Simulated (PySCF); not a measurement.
Working out the electron affinity of S

S⁻ [Ne] 3s2 3p5 (2P) → S [Ne] 3s2 3p4 (3P). Calculation: PySCF 2.14, in dyall-acv3z (19s12p6d4f, 113 functions); no relativity, point nucleus. Frozen: 1s2; the 18 highest virtual orbitals dropped. Energies in hartree (1 hartree = 27.21139 eV):

```tsv
part	S⁻ (lower)	S (upper)
UHF	-397.545420	-397.512973
MP2 opposite-spin	-0.345957	-0.316289
MP2 same-spin	-0.122976	-0.113885
```

Task: What does Hartree-Fock give?

Result: (-397.512973) − (-397.545420) = 0.032447 hartree = 0.883 eV.

Task: What do MP2 and SCS-MP2 (6/5 opposite-spin, 1/3 same-spin) give?

Result: The opposite-spin parts differ by 0.807 eV and the same-spin parts by 0.247 eV. MP2: 0.883 + (0.807) + (0.247) = 1.937 eV. SCS-MP2: 0.883 + 1.2 × (0.807) + (0.247)/3 = 1.934 eV.

A first-order spin-orbit estimate adds -0.003 eV to MP2 (valence and next inner shell), giving 1.934 eV against 2.077 eV (measured; photodetachment measurements, as compiled on the Wikipedia data page of electron affinities).

What remains against the reference includes basis incompleteness, the frozen core and correlation beyond second order.
